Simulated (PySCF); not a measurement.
# C2H4F2O (SMILES COC(F)F) at 6 levels

We compute a comparison of 6 runs (B2PLYP/cc-pVDZ, CAM-B3LYP/cc-pVDZ, M06-2X/cc-pVDZ, M06-L/cc-pVDZ, wB97M-V/cc-pVDZ, SCS-MP2/cc-pVDZ) of C2H4F2O. 

The calculation is run with PySCF 2.14.0.

2 further runs of the same task are left out: 2 set aside as unsound or not needed.

## (1) The structure to begin with

C2H4F2O has 9 atoms, charge 0, and is taken as a singlet. As SMILES, `COC(F)F`. The C3–F4 distance was set to 2.041 Å, away from the relaxed value. At this shape a bond of the SMILES string is far longer than usual.

Bond lengths: C1–O2 1.417 Å, O2–C3 1.349 Å, C3–F5 1.336 Å, C1–H6 1.096 Å, C1–H7 1.088 Å, C1–H8 1.093 Å, C3–H9 1.099 Å. Angles: C1–O2–C3 113.9°, O2–C3–F5 107.6°, O2–C1–H6 110.9°, O2–C1–H7 106.4°, O2–C1–H8 111.2°, O2–C3–H9 113.6°, F5–C3–H9 109.7°, H6–C1–H7 109.2°, H6–C1–H8 109.5°, H7–C1–H8 109.6°. A long bond or contact: C3–F4 2.041 Å.

## (2) The energy at B2PLYP/cc-pVDZ (run 1)

Contents of calc.py:

```python
from pyscf import gto, dft, mp

mol = gto.Mole()
mol.atom = [
    ('C', (-0.448805, 0.180274, -1.380581)),
    ('O', (0.789895, 0.580374, -0.821681)),
    ('C', (0.715795, 0.926274, 0.480619)),
    ('F', (0.382200, -0.706300, 1.658700)),
    ('F', (1.900495, 1.435774, 0.830219)),
    ('H', (-1.210405, 0.956074, -1.241081)),
    ('H', (-0.274705, 0.037274, -2.444581)),
    ('H', (-0.797505, -0.755826, -0.937881)),
    ('H', (-0.079005, 1.653074, 0.697819)),
]
mol.basis = 'cc-pvdz'
mol.charge = 0
mol.max_memory = 1860
mol.verbose = 3
mol.build()

myscf = dft.RKS(mol, xc='0.53*HF + 0.47*B88, 0.73*LYP')
myscf.grids.level = 5
myscf.conv_tol = 1e-10
myscf.kernel()
if not myscf.converged:
    myscf = myscf.newton().run(myscf.mo_coeff, myscf.mo_occ)

pt = mp.MP2(myscf, frozen=5).run()
e_final = myscf.e_tot + 0.27 * pt.e_corr
print('PT2 part  %.8f' % (0.27 * pt.e_corr))
print('Final energy', e_final)
```

Launch:

```sh
OMP_NUM_THREADS=1 python calc.py
```

Log:

```text
converged SCF energy = -352.862498014594
E(RMP2) = -353.91712273585  E_corr = -1.05462472125629
E(SCS-RMP2) = -353.891799526519  E_corr = -1.02930151192532
PT2 part  -0.28474867
Final energy -353.14724668933326
```

It took 23 s on 1 thread of Arm Neoverse V2, shared host; peak memory 0.45 GiB.

## (3) A single-point energy at CAM-B3LYP/cc-pVDZ (run 2)

Contents of geometry.xyz:

```xyz
9

C     -0.448805     0.180274    -1.380581
O      0.789895     0.580374    -0.821681
C      0.715795     0.926274     0.480619
F      0.382200    -0.706300     1.658700
F      1.900495     1.435774     0.830219
H     -1.210405     0.956074    -1.241081
H     -0.274705     0.037274    -2.444581
H     -0.797505    -0.755826    -0.937881
H     -0.079005     1.653074     0.697819
```

Contents of run.py:

```python
from pyscf import gto, dft

mol = gto.Mole()
mol.atom = 'geometry.xyz'
mol.basis = 'cc-pvdz'
mol.charge = 0
mol.spin = 0
mol.max_memory = 1860
mol.verbose = 3
mol.build()

ks = dft.RKS(mol, xc='cam-b3lyp')
ks.grids.level = 5
ks.conv_tol = 1e-10
ks.kernel()
if not ks.converged:
    ks = ks.newton().run(ks.mo_coeff, ks.mo_occ)

etot = ks.e_tot
print(f'total energy: {etot:.8f} hartree')
```

Launch:

```sh
OMP_NUM_THREADS=1 python run.py
```

Log:

```text
converged SCF energy = -353.322534002683
total energy: -353.32253400 hartree
```

It took 33 s on 1 thread of Arm Neoverse V2, shared host; peak memory 0.46 GiB.

Runs 3 to 5 aren't shown in full; the table further down has their settings and results.

## (4) A single-point energy at SCS-MP2/cc-pVDZ (run 6)

Contents of input.xyz:

```xyz
9

C     -0.448805     0.180274    -1.380581
O      0.789895     0.580374    -0.821681
C      0.715795     0.926274     0.480619
F      0.382200    -0.706300     1.658700
F      1.900495     1.435774     0.830219
H     -1.210405     0.956074    -1.241081
H     -0.274705     0.037274    -2.444581
H     -0.797505    -0.755826    -0.937881
H     -0.079005     1.653074     0.697819
```

Contents of calc.py:

```python
from pyscf import gto, mp

mol = gto.M(
    atom='input.xyz',
    basis='cc-pvdz',
    max_memory=1860,
    verbose=3,
)

myscf = mol.RHF()
myscf.conv_tol = 1e-10
myscf.kernel()
if not myscf.converged:
    myscf = myscf.newton().run(myscf.mo_coeff, myscf.mo_occ)

pt = mp.MP2(myscf, frozen=5).run()
energy = myscf.e_tot + 1.2 * pt.e_corr_os + pt.e_corr_ss / 3
print(f'total energy: {energy:.8f} hartree')
```

Launch:

```sh
OMP_NUM_THREADS=1 python calc.py
```

Log:

```text
converged SCF energy = -351.696787586218
E(RMP2) = -352.553381963413  E_corr = -0.856594377194691
E(SCS-RMP2) = -352.532741502636  E_corr = -0.835953916417574
total energy: -352.53274150 hartree
```

It took 2 s on 1 thread of Arm Neoverse V2, shared host; peak memory 0.22 GiB.

## (5) Overview of the runs

| run | level | frozen core orbitals | nlc grid | energy (Eh) | dipole moment (D) of the reference | HOMO energy (eV) | LUMO energy (eV) | wall time |
| --- | --- | --- | --- | --- | --- | --- | --- | --- |
| 1 | B2PLYP/cc-pVDZ | 5 | – | -353.147247 | 5.09 | -10.08 | -0.58 | 23 s |
| 2 | CAM-B3LYP/cc-pVDZ | – | – | -353.322534 | 4.81 | -9.82 | -0.80 | 33 s |
| 3 | M06-2X/cc-pVDZ | – | – | -353.305813 | 4.95 | -10.18 | -0.98 | 50 s |
| 4 | M06-L/cc-pVDZ | – | – | -353.410016 | 4.73 | -6.69 | -2.94 | 53 s |
| 5 | wB97M-V/cc-pVDZ | – | 1 | -353.327645 | 4.81 | -10.84 | 0.32 | 1.9 min |
| 6 | SCS-MP2/cc-pVDZ | 5 | – | -352.532742 | 5.68 | -12.54 | 2.06 | 2 s |

## (6) Outcome

| quantity | value |
| --- | --- |
| run 6: total energy | -352.53274 Eh |
| run 6: dipole moment (Hartree–Fock density) | 5.68 D |
| run 6: HOMO energy (Hartree–Fock orbitals) | -12.54 eV |
| run 6: LUMO energy (Hartree–Fock orbitals) | 2.06 eV |
| run 6: HOMO–LUMO gap (Hartree–Fock orbitals) | 14.60 eV |
| run 6: correlation energy (5 core orbitals frozen) | -836.0 mEh |

Over runs 1, 2, 3, 4, 5 the dipole moment (its size) runs from 4.73 D (M06-L/cc-pVDZ) to 5.09 D (B2PLYP/cc-pVDZ). A double hybrid's value is that of its SCF part. Over runs 1, 2, 3, 4, 5 the HOMO–LUMO gap runs from 3.75 eV (M06-L/cc-pVDZ) to 11.16 eV (wB97M-V/cc-pVDZ). Totals of different functionals can't be ranked against each other. All runs together took 4.6 min, the longest 1.9 min.
